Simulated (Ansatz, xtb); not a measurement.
Species: C₄H₅, charge -1, multiplicity 1. It need not be the lowest isomer of its formula. Whether it binds its extra electron was not tested at this geometry. SMILES: C1=C[CH-]C1
Geometry from a B3LYP-D3(BJ)/def2-TZVP (Ansatz, a program for electronic structure) optimisation:
```xyz
9

C      0.0072    -0.7230     0.7191
C      0.0456     0.6825     0.8150
C     -0.0443    -0.8118    -0.6865
C     -0.0073     0.7327    -0.7288
H      0.0150    -1.4987     1.4906
H     -0.5189     1.3217     1.5004
H      0.5206    -1.4880    -1.3349
H      0.8784     1.1658    -1.2187
H     -0.9023     1.2160    -1.1503
```
Charge -1, spin multiplicity 1.

Harmonic wavenumbers from GFN2-xTB (xtb, at its own minimum), cm⁻¹: 303, 463, 719, 798, 894, 933, 977, 985, 1043, 1060, 1149, 1189, 1201, 1407, 1467, 1493, 2762, 2771, 2790, 2813, 2848.

Q: Give the harmonic wavenumbers at B3LYP-D3(BJ)/def2-TZVP (Ansatz, finite differences of forces, unscaled).

A: 373, 473, 706, 798, 861, 874, 890, 966, 1038, 1052, 1099, 1140, 1217, 1349, 1418, 1446, 2932, 2951, 2999, 3016, 3041 cm⁻¹. Zero-point energy 43.8 kcal/mol.

Q: From these and the geometry, give the ideal-gas thermochemistry at 298.15 K and 1 atm (rigid rotor, harmonic oscillator).

A: Point group C2, rotational symmetry number 2. Rotational constants 13.59, 13.34, 7.145 GHz. S(trans) 37.83, S(rot) 21.65, S(vib) 3.24, S(elec, spin only) 0.00, S 62.7 cal/(mol K). H(298) - H(0) 3.08 kcal/mol; G - E(el) 28.2 kcal/mol.
